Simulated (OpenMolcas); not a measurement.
**doublet C2H3N−: a scaling law for UBP86**

C2H3N−: 6 atoms, total charge -1, spin state doublet. As SMILES of the parent species, `[C-]#[N+]C`. The shape is that of a GFN2-xTB optimisation. That shape belongs to the parent species and isn't relaxed for this state.

UBP86, energy, OpenMolcas 26.06, on 1 thread of AMD EPYC 9R45 (Zen 5), shared host. N is the number of basis functions, t the processor time.

```
      basis    N  t (s)   ln N   ln t
    pcseg-0   33    6.3  3.497  1.841
    pcseg-1   57      8  4.043  2.079
aug-pcseg-1   96     13  4.564  2.565
    pcseg-2  132      ?  4.883      ?
```

Task: Fit t = C·Nᵖ to the known rows and estimate the time in pcseg-2.

Result: 
1. Means of the 3 rows: ln N = 4.03467, ln t = 2.1617.
2. Σ(Δln N)² = 0.56935, Σ(Δln N·Δln t) = 0.38522, so the slope is 0.38522/0.56935 = 0.6766.
3. Intercept: 2.1617 − (0.6766) × 4.03467 = -0.5682. The largest residual of the fit is 0.088.
4. ln t = -0.5682 + 0.6766 × 4.883, so t ≈ 15 s.

The run took 27 s, so the estimate is too short by a factor of about 1.8. The fitted power is 0.7, with the electron count fixed. So low a power shows that fixed costs still weigh. SCF iterations also vary, from 20 to 58. Fixed start-up costs flatten the line at the short runs, so it runs low for the long one.
